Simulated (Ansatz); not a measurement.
## Nudged elastic band run: C4H9FS

The input (input.yaml):

```yaml
crystal:
  periodic: [false, false, false]
  atoms:
    - { symbol: C, position_ang: [-0.088611, -2.341704, 0.458942] }
    - { symbol: S, position_ang: [-1.305145, -0.909384, 0.26433] }
    - { symbol: C, position_ang: [-0.05108, 0.532911, 0.173133] }
    - { symbol: C, position_ang: [0.85152, 0.452161, -1.048872] }
    - { symbol: C, position_ang: [-0.828498, 1.833048, 0.313539] }
    - { symbol: F, position_ang: [0.825078, 0.418706, 1.341027] }
    - { symbol: H, position_ang: [0.308855, -2.665263, -0.5134] }
    - { symbol: H, position_ang: [-0.648208, -3.162213, 0.928694] }
    - { symbol: H, position_ang: [0.715464, -2.004458, 1.127693] }
    - { symbol: H, position_ang: [1.585039, 1.276884, -1.018559] }
    - { symbol: H, position_ang: [1.406017, -0.49906, -1.071197] }
    - { symbol: H, position_ang: [0.256773, 0.535501, -1.971905] }
    - { symbol: H, position_ang: [-1.538698, 1.954607, -0.520322] }
    - { symbol: H, position_ang: [-0.124481, 2.68222, 0.304102] }
    - { symbol: H, position_ang: [-1.386024, 1.845143, 1.262094] }
basis:
  gaussian: { orbitals: "6-31G" }
hamiltonian:
  xc: pbe
neb:
  order_check: false
  images: 5
  f_tol: 0.05
  max_iterations: 58
  initial_path: idpp
  final_atoms:
    - { symbol: C, position_ang: [-0.13534028, -2.3575399, 0.3693335] }
    - { symbol: S, position_ang: [-1.32322449, -0.91441671, 0.09147503] }
    - { symbol: C, position_ang: [-0.06898816, 0.52815212, 0.18438742] }
    - { symbol: C, position_ang: [0.96180171, 0.4874396, -0.9334583] }
    - { symbol: C, position_ang: [-0.86109004, 1.82332951, 0.28109261] }
    - { symbol: F, position_ang: [0.67585362, 0.37502252, 1.43703451] }
    - { symbol: H, position_ang: [0.36463999, -2.65179568, -0.56420812] }
    - { symbol: H, position_ang: [-0.74317144, -3.19003865, 0.74908184] }
    - { symbol: H, position_ang: [0.59291836, -2.04792618, 1.13162969] }
    - { symbol: H, position_ang: [1.68531634, 1.31061531, -0.79765545] }
    - { symbol: H, position_ang: [1.51791784, -0.46289821, -0.92460345] }
    - { symbol: H, position_ang: [0.47075979, 0.60015885, -1.91251699] }
    - { symbol: H, position_ang: [-1.51846315, 1.80464899, 1.16320072] }
    - { symbol: H, position_ang: [-1.47736839, 1.97163181, -0.62048715] }
    - { symbol: H, position_ang: [-0.16356069, 2.67271563, 0.37499313] }
```

Run as:

```bash
$ ansatz run input.yaml --threads 1 --pin off --max-ram 2048MiB --backend cpu --events-out ev --progress --plain --runs-dir out
```

Output, in part (warnings, iteration lines, the closing report on the highest movable image, with atoms numbered from 0):

```
NEB end point (image 0): max|allowed force component| = 1.241e-2 eV/Å (the criterion of neb.relax_end_points is 1.000e-2)
NEB end point (image 6): max|allowed force component| = 1.204e-2 eV/Å (the criterion of neb.relax_end_points is 1.000e-2)
NEB iter   1: max|band force component| = 7.356e-1 eV/Å  barrier→ = 0.1805 eV  barrier← = 0.1805 eV  Δτ_max = 0.0951 Å  (175 SCF iters)
NEB iter   2: max|band force component| = 5.062e-1 eV/Å  barrier→ = 0.1387 eV  barrier← = 0.1387 eV  Δτ_max = 0.0353 Å  (124 SCF iters)
NEB iter   3: max|band force component| = 2.359e-1 eV/Å  barrier→ = 0.1320 eV  barrier← = 0.1319 eV  CI = image 3  Δτ_max = 0.0126 Å  (126 SCF iters)
NEB iter   4: max|band force component| = 1.016e-1 eV/Å  barrier→ = 0.1298 eV  barrier← = 0.1298 eV  CI = image 3  Δτ_max = 0.0037 Å  (109 SCF iters)
NEB iter   5: max|band force component| = 2.677e-2 eV/Å  barrier→ = 0.1295 eV  barrier← = 0.1295 eV  CI = image 3  Δτ_max = 0.0000 Å  (229 SCF iters)
Total energy: -17831.32304275 eV, -655.2890353160 hartree
Atom 0 at    -0.203100    -2.381069     0.176091 Å, force     0.008350    -0.016399    -0.003271 eV/Å
Atom 1 at    -1.337878    -0.896666    -0.094776 Å, force     0.011384     0.026774     0.009899 eV/Å
Atom 2 at    -0.081653     0.514108     0.217238 Å, force    -0.014587    -0.015672    -0.009429 eV/Å
Atom 3 at     1.053919     0.523053    -0.794811 Å, force    -0.001163     0.003936     0.000527 eV/Å
Atom 4 at    -0.860091     1.833097     0.322781 Å, force    -0.005341     0.005124     0.005882 eV/Å
Atom 5 at     0.546612     0.239595     1.515768 Å, force    -0.000266    -0.001654     0.004394 eV/Å
Atom 6 at     0.372503    -2.617233    -0.730169 Å, force    -0.002012     0.002171     0.001482 eV/Å
Atom 7 at    -0.853248    -3.226907     0.439446 Å, force     0.000673     0.002045    -0.000330 eV/Å
Atom 8 at     0.459273    -2.141317     1.019586 Å, force    -0.002527     0.001728    -0.001143 eV/Å
Atom 9 at     1.770650     1.321415    -0.532809 Å, force    -0.000954    -0.001819     0.001737 eV/Å
Atom 10 at     1.594187    -0.436210    -0.797354 Å, force     0.002989    -0.001699    -0.001056 eV/Å
Atom 11 at     0.663422     0.712983    -1.806811 Å, force     0.000853    -0.001694    -0.001443 eV/Å
Atom 12 at    -1.942473     1.694232     0.172529 Å, force    -0.000300    -0.001660    -0.003743 eV/Å
Atom 13 at    -0.495951     2.569620    -0.412111 Å, force    -0.000352    -0.000571    -0.001686 eV/Å
Atom 14 at    -0.708171     2.240398     1.334702 Å, force     0.003253    -0.000609    -0.001822 eV/Å
Dipole moment:     0.221416     0.097478    -0.255493 e Å
```

The forces met the threshold. A vibrational analysis at the climbing image gives one clearly imaginary mode, 225i cm⁻¹: a first-order saddle point. Limits of this set-up: no polarisation functions.

Final band (atoms are numbered from 1 in the order of the input):

| image | path coordinate (Å) | energy (eV) | dihedral S2–C3–C5–H13 (°) |
| --- | --- | --- | --- |
| 0 | 0.00 | 0.000 | -63 |
| 1 | 0.59 | 0.031 | -43 |
| 2 | 1.18 | 0.096 | -22 |
| 3 | 1.76 | 0.130 | -2 |
| 4 | 2.36 | 0.095 | 19 |
| 5 | 2.95 | 0.030 | 39 |
| 6 | 3.55 | 0.000 | 58 |

The run took 2.5 min on 1 thread of Arm Neoverse V1, on a shared host, peak memory 0.14 GiB.
